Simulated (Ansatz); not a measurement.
```yaml
crystal:
  periodic: [false, false, false]
  atoms:
    - {symbol: C, position_ang: [-1.549007, 1.663751, -0.194152]}
    - {symbol: C, position_ang: [-0.599212, 0.940606, -0.307956]}
    - {symbol: C, position_ang: [0.557685, 0.060529, -0.411225]}
    - {symbol: C, position_ang: [0.499427, -1.094912, 0.562662]}
    - {symbol: F, position_ang: [0.642065, -0.443008, -1.703641]}
    - {symbol: H, position_ang: [-2.393373, 2.305594, -0.102536]}
    - {symbol: H, position_ang: [1.467203, 0.650289, -0.248875]}
    - {symbol: H, position_ang: [1.381356, -1.724472, 0.436815]}
    - {symbol: H, position_ang: [0.473795, -0.719343, 1.586812]}
    - {symbol: H, position_ang: [-0.396838, -1.690133, 0.384998]}
basis:
  gaussian: {orbitals: cc-pVDZ}
hamiltonian: {xc: {name: PBE}}
outputs: {forces: true}
output: {forces: true}
```

```sh
$ ansatz run in.yaml --threads 2 --pin off --events-out ev --progress --plain --max-ram 4352MiB
```

Output, abridged:

```
Error: YAML parse error: error: line 17 column 1: unknown field `outputs`, expected one of crystal, accuracy, basis, kpoints, hamiltonian, magnetization, projection, total_charge, correlation, batch, efield, external_charges, scf, relax, neb, saddle, md, ramp, phonons, dielectric, real_time, elastic, magnetic_configurations, gw, evaluate, workflow, output, checkpoint, execution
15 |   gaussian: {orbitals: cc-pVDZ}
16 | hamiltonian: {xc: {name: PBE}}
17 | outputs: {forces: true}
18 | output: {forces: true}
```

(1) What is wrong with this run?

## Answers

(1) The input holds a key that doesn't belong there. The input was rejected before any iteration.
